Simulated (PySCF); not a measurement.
SO₂F₂: adding exact exchange

Base calculation in PySCF with density fitting and no spin–orbit coupling, PBE/def2-TZVP (no relativity): singlet, C2v, S–F 1.576 Å (×2), S–O 1.425 Å (×2); F–S–F 95.3°, F–S–O 108.0° (×4), O–S–O 125.3°; wavenumbers 350, 352, 493, 499, 506, 775, 815, 1216, 1452 cm⁻¹; dipole moment 0.90 D, gap between the highest occupied and lowest empty levels 7.09 eV, polar-tensor charge of S 2.34 e, atomisation energy (no zero-point energy) 1841 kJ/mol.

Question: What changes on going to PBE0/def2-TZVP (no relativity)?

Answer: The point group stays the same. Changes: mean bond to S -0.028 Å, smallest bond angle +0.3 degrees, highest wavenumber +87 cm⁻¹, lowest wavenumber +30 cm⁻¹, dipole moment +0.24 D, gap between the highest occupied and lowest empty levels +3.93 eV, polar-tensor charge of S +0.18 e, atomisation energy (no zero-point energy) -145 kJ/mol. The new structure has S–F 1.539 Å (×2), S–O 1.404 Å (×2); F–S–F 95.6°, F–S–O 108.1° (×4), O–S–O 124.9°, with wavenumbers 380, 381, 538, 541, 550, 863, 900, 1300, 1539 cm⁻¹. Exact exchange shortens and stiffens the bonds and opens the gap, the usual pattern.

Each species is the lowest minimum found with this bonding; other isomers or fragments can lie lower.
